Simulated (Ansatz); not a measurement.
**Al(H2O)H3 (AlH₅O): one molecule under many settings**

How do the results and run time of Al(H2O)H3 (AlH₅O) respond when the settings are drawn wide?

Computed with Ansatz 0.2.0, Gaussian basis. Level: the settings change from run to run.

## 1. The relaxed structure

The structure was relaxed beforehand with PBE-D4 in a triple-zeta def2 set.

7 atoms, charge 0, spin multiplicity 1.

Atoms are counted from 1 here; the program's logs count them from 0.

Bond lengths: Al1–O2 2.063 Å, Al1–H5 1.600 Å, Al1–H6 1.612 Å, Al1–H7 1.611 Å, O2–H3 0.975 Å, O2–H4 0.975 Å. Angles: O2–Al1–H5 102.6°, O2–Al1–H6 96.2°, O2–Al1–H7 94.3°, H5–Al1–H6 118.0°, H5–Al1–H7 119.0°, H6–Al1–H7 117.6°, Al1–O2–H3 108.1°, Al1–O2–H4 111.0°, H3–O2–H4 106.8°.

## 2. B97M-V/aug-cc-pVDZ

File in.yaml:

```yaml
crystal:
  periodic: [false, false, false]
  atoms:
    - {symbol: Al, position_ang: [0.117647, -0.077610, -0.886246]}
    - {symbol: O, position_ang: [0.174979, 0.000118, 1.174634]}
    - {symbol: H, position_ang: [-0.532014, -0.576350, 1.518853]}
    - {symbol: H, position_ang: [-0.015119, 0.900851, 1.494928]}
    - {symbol: H, position_ang: [1.659872, -0.258490, -1.272715]}
    - {symbol: H, position_ang: [-0.551213, 1.373369, -1.097758]}
    - {symbol: H, position_ang: [-0.854154, -1.361888, -0.931696]}
basis:
  gaussian: {orbitals: aug-cc-pVDZ}
hamiltonian: {xc: {name: B97M-V}}
scf: {omitted_lower_state_checks: [starts]}
```

Launch:

```bash
$ ansatz run in.yaml --threads 4 --pin off --events-out ev --progress --plain --max-ram 3916MiB
```

Output:

```text
Functional definition: B97M-V
  name "B97M-V"
  cite "Mardirossian & Head-Gordon, J. Chem. Phys. 142, 074111 (2015) doi:10.1063/1.4907719"
  cite "Becke, J. Chem. Phys. 107, 8554 (1997) doi:10.1063/1.475007"
  cite "Vydrov & Van Voorhis, J. Chem. Phys. 133, 244103 (2010) doi:10.1063/1.3521275"
  # Of w^i u^j: cxij and so on, Table III.
  parameter cx00 = 1.000
  parameter cx01 = 1.308
  parameter cx02 = 1.901
  parameter cx10 = 0.416
  parameter cx11 = 3.070
  parameter css00 = 1.000
  parameter css02 = -1.855
  parameter css10 = -5.668
  parameter css32 = -20.497
  parameter css42 = -20.364
  parameter cos00 = 1.000
  parameter cos01 = 1.573
  parameter cos03 = -6.298
  parameter cos10 = 2.535
  parameter cos32 = -6.427
  parameter b = 6.0
  parameter c = 0.01
  gx(w, u) = cx00 + cx01*u + cx02*u^2 + (cx10 + cx11*u)*w
  gss(w, u) = css00 + css02*u^2 + css10*w + (css32*w^3 + css42*w^4)*u^2
  gos(w, u) = cos00 + cos01*u + cos03*u^3 + cos10*w + cos32*w^3*u^2
  exchange = spin_sum(e_x_unif_s*gx(b97_w, b97_u_x))
  correlation = spin_sum(e_c_pw_mod_same_spin*gss(b97_w, b97_u_same))
      + integral(e_c_pw_mod_opposite_spin*gos(b97_w_opposite, b97_u_opposite)) + vv10(b, c)
these checks for a lower state are left out or cut short: starts
833 factors; their error is unknown
mean field evaluation 1: about -8719.1347 eV, gradient 4.8e1 eV
mean field evaluation 2: about -8711.9869 eV, gradient 7.9e1 eV
mean field evaluation 4: about -8723.6054 eV, gradient 9.3e-1 eV
mean field evaluation 8: about -8723.5826 eV, gradient 6.1e-2 eV
mean field -8723.58264822 eV, -320.5857492655 hartree, gradient 2.7e-5 eV, S^2 0.000000; 0 other end points of the search recorded, 0 dependent functions left out
reference -8723.58274737 eV, -320.5857529090 hartree; 13, 13 occupied and 82, 82 virtual orbitals, 833 factors
Total energy: -8723.58274737 eV, -320.5857529090 hartree
Checks for a lower state left out: starts
```

Run time: 2.8 s. Hardware: 4 threads of Arm Neoverse V1, shared host.

## 3. B97M-V/def2-SVPD

Set apart from the defaults: atoms shaken by 0.15 Å, relativity set to scalar.

File in.yaml:

```yaml
crystal:
  periodic: [false, false, false]
  atoms:
    - {symbol: Al, position_ang: [0.242514, 0.010450, -0.773217]}
    - {symbol: O, position_ang: [0.004154, 0.114692, 1.185261]}
    - {symbol: H, position_ang: [-0.606424, -0.531522, 1.577250]}
    - {symbol: H, position_ang: [0.142203, 0.984517, 1.163312]}
    - {symbol: H, position_ang: [1.562869, -0.282308, -1.221111]}
    - {symbol: H, position_ang: [-0.457537, 1.297807, -1.109482]}
    - {symbol: H, position_ang: [-0.707373, -1.233144, -0.979209]}
basis:
  gaussian: {orbitals: def2-SVPD}
hamiltonian: {xc: {name: B97M-V}, pseudopotentials: {relativity: scalar}}
scf: {omitted_lower_state_checks: [starts]}
output: {forces: true}
```

Launched as before.

Output (excerpt; [...] marks lines left out):

```text
Functional definition: B97M-V
  name "B97M-V"
  cite "Mardirossian & Head-Gordon, J. Chem. Phys. 142, 074111 (2015) doi:10.1063/1.4907719"
  cite "Becke, J. Chem. Phys. 107, 8554 (1997) doi:10.1063/1.475007"
  cite "Vydrov & Van Voorhis, J. Chem. Phys. 133, 244103 (2010) doi:10.1063/1.3521275"
  # Of w^i u^j: cxij and so on, Table III.
[...]
  gx(w, u) = cx00 + cx01*u + cx02*u^2 + (cx10 + cx11*u)*w
  gss(w, u) = css00 + css02*u^2 + css10*w + (css32*w^3 + css42*w^4)*u^2
  gos(w, u) = cos00 + cos01*u + cos03*u^3 + cos10*w + cos32*w^3*u^2
[...]
      + integral(e_c_pw_mod_opposite_spin*gos(b97_w_opposite, b97_u_opposite)) + vv10(b, c)
[...]
734 factors; their error is unknown
[...]
mean field -8730.51595876 eV, -320.8405437282 hartree, gradient 2.2e-5 eV, S^2 0.000000; 0 other end points of the search recorded, 0 dependent functions left out
[...]
reference -8730.51602582 eV, -320.8405461927 hartree; 13, 13 occupied and 74, 74 virtual orbitals, 734 factors
Total energy: -8730.51602582 eV, -320.8405461927 hartree
Relativity: scalar
Atom 0 at     0.242514     0.010450    -0.773217 Å, force    -2.457186    -1.470389    -0.116123 eV/Å
Atom 1 at     0.004154     0.114692     1.185261 Å, force     0.874525    -6.718595    -1.381359 eV/Å
Atom 2 at    -0.606424    -0.531522     1.577250 Å, force    -0.029324     1.693809     0.211900 eV/Å
Atom 3 at     0.142203     0.984517     1.163312 Å, force    -0.646732     5.650332     1.800513 eV/Å
Atom 4 at     1.562869    -0.282308    -1.221111 Å, force     2.994493    -0.298892    -0.522654 eV/Å
Atom 5 at    -0.457537     1.297807    -1.109482 Å, force    -0.402486     1.525459    -0.068666 eV/Å
Atom 6 at    -0.707373    -1.233144    -0.979209 Å, force    -0.333291    -0.381724     0.076389 eV/Å
Dipole moment:    -0.091840     0.188432     0.944376 e Å
Checks for a lower state left out: starts
```

Wall time 2.4 s (4 threads of Arm Neoverse V1, shared host).

Largest force 6.915 eV/Å, dipole 4.65 D.

## 4. r2SCANh/def2-SVP

Set apart from the defaults: charge +1, multiplicity 2, restricted open-shell orbitals.

File in.yaml:

```yaml
crystal:
  periodic: [false, false, false]
  atoms:
    - {symbol: Al, position_ang: [0.117647, -0.077610, -0.886246]}
    - {symbol: O, position_ang: [0.174979, 0.000118, 1.174634]}
    - {symbol: H, position_ang: [-0.532014, -0.576350, 1.518853]}
    - {symbol: H, position_ang: [-0.015119, 0.900851, 1.494928]}
    - {symbol: H, position_ang: [1.659872, -0.258490, -1.272715]}
    - {symbol: H, position_ang: [-0.551213, 1.373369, -1.097758]}
    - {symbol: H, position_ang: [-0.854154, -1.361888, -0.931696]}
basis:
  gaussian: {orbitals: def2-SVP}
total_charge: 1
magnetization: {spin_polarized: false, initial_magnetization: 1}
hamiltonian: {xc: {name: r2SCANh}}
output: {forces: true}
```

Same command.

Output (excerpt; [...] marks lines left out):

```text
Functional definition: r2SCANh
  name "r2SCANh"
  cite "Bursch, Neugebauer, Ehlert & Grimme, J. Chem. Phys. 156, 134105 (2022) doi:10.1063/5.0086040"
  cite "Furness, Kaplan, Ning, Perdew & Sun, J. Phys. Chem. Lett. 11, 8208 (2020) doi:10.1021/acs.jpclett.0c02405"
  cite "Furness, Kaplan, Ning, Perdew & Sun, J. Phys. Chem. Lett. 11, 9248 (2020) doi:10.1021/acs.jpclett.0c03077"
  parent r2scan
[...]
546 factors; integrals over basis functions are off by at most 1.1e-3 eV
[...]
mean field -8709.50954535 eV, -320.0685722739 hartree, gradient 1.4e-5 eV, S^2 0.750000; 4 other end points of the search recorded, 0 dependent functions left out
[...]
reference -8709.50955651 eV, -320.0685726840 hartree; 13, 12 occupied and 44, 45 virtual orbitals, 546 factors
Total energy: -8709.50955651 eV, -320.0685726840 hartree
Atom 0 at     0.117647    -0.077610    -0.886246 Å, force    -2.173690     0.086447     1.673907 eV/Å
Atom 1 at     0.174979     0.000118     1.174634 Å, force    -0.531202     0.190795    -1.368426 eV/Å
Atom 2 at    -0.532014    -0.576350     1.518853 Å, force     0.235094    -0.002586     0.328162 eV/Å
Atom 3 at    -0.015119     0.900851     1.494928 Å, force     0.138728    -0.139031     0.297275 eV/Å
Atom 4 at     1.659872    -0.258490    -1.272715 Å, force     1.117125    -0.107732    -0.517354 eV/Å
Atom 5 at    -0.551213     1.373369    -1.097758 Å, force     0.648079     0.319269    -0.219261 eV/Å
Atom 6 at    -0.854154    -1.361888    -0.931696 Å, force     0.565865    -0.347162    -0.194303 eV/Å
Dipole moment:    -0.005176     0.103269     0.108706 e Å
```

Wall time 4.7 s (4 threads of Arm Neoverse V1, shared host).

Largest force 2.745 eV/Å.

## 5. B2GP-PLYP/STO-3G

This run has charge +1, multiplicity 2, the search for lower states set to off.

Edit in.yaml of step 4 so:

```diff
@@ -11,6 +11,6 @@
 basis:
-  gaussian: {orbitals: def2-SVP}
+  gaussian: {orbitals: STO-3G}
 total_charge: 1
-magnetization: {spin_polarized: false, initial_magnetization: 1}
-hamiltonian: {xc: {name: r2SCANh}}
-output: {forces: true}
+magnetization: {spin_polarized: true, initial_magnetization: 1}
+hamiltonian: {xc: {name: B2GP-PLYP}}
+scf: {lower_state_search: off}
```

Same command.

Output (excerpt; [...] marks lines left out):

```text
Functional definition: B2GP-PLYP
  name "B2GP-PLYP"
  cite "Karton, Tarnopolsky, Lamère, Schatz & Martin, J. Phys. Chem. A 112, 12868 (2008) doi:10.1021/jp801805p"
  cite "Becke, Phys. Rev. A 38, 3098 (1988) doi:10.1103/PhysRevA.38.3098"
  cite "Lee, Yang & Parr, Phys. Rev. B 37, 785 (1988) doi:10.1103/PhysRevB.37.785"
[...]
230 factors; integrals over basis functions are off by at most 8.5e-5 eV
[...]
mean field -8598.93432772 eV, -316.0050079768 hartree, gradient 2.3e-6 eV, S^2 0.796396; 0 other end points of the search recorded, 0 dependent functions left out
6 core orbitals not correlated: weight in the atoms' cores, before any rotation towards them, 0.999 or more for the frozen orbitals, at most 0.000 for the correlated occupied ones
reference -8598.93440557 eV, -316.0050108376 hartree; 7, 6 occupied and 6, 7 virtual orbitals, 230 factors
second order -2.57363271 eV of doubles, -0.00000000 eV of singles
Total energy: -8599.86091335 eV, -316.0390593704 hartree
Checks for a lower state left out: stability, starts, cluster_reference, orbital_swaps, neighbouring_geometries, increment
```

It took 0.31 s on 4 threads of Arm Neoverse V1, shared host.

⟨S²⟩ 0.796.

## 6. All runs side by side

| level | charge | multiplicity | geometry | functions | energy (eV) | time |
| --- | --- | --- | --- | --- | --- | --- |
| B97M-V/aug-cc-pVDZ | 0 | 1 | relaxed | 95 | -8723.583 | 2.8 s |
| B97M-V/def2-SVPD | 0 | 1 | shaken | 87 | -8730.516 | 2.4 s |
| r2SCANh/def2-SVP | 1 | 2 | relaxed | 57 | -8709.510 | 4.7 s |
| B2GP-PLYP/STO-3G | 1 | 2 | relaxed | 19 | -8599.861 | 0.31 s |

## 7. Summary of results

```
quantity                     value
    runs                         4
quickest  B2GP-PLYP/STO-3G, 0.31 s
 slowest   r2SCANh/def2-SVP, 4.7 s
```

**Reading.** The runs differ in state or geometry as well as level, so their energies can't be set against each other. r2SCANh/def2-SVP took 15 times as long as B2GP-PLYP/STO-3G. The jobs differ in tasks and options as well as level.
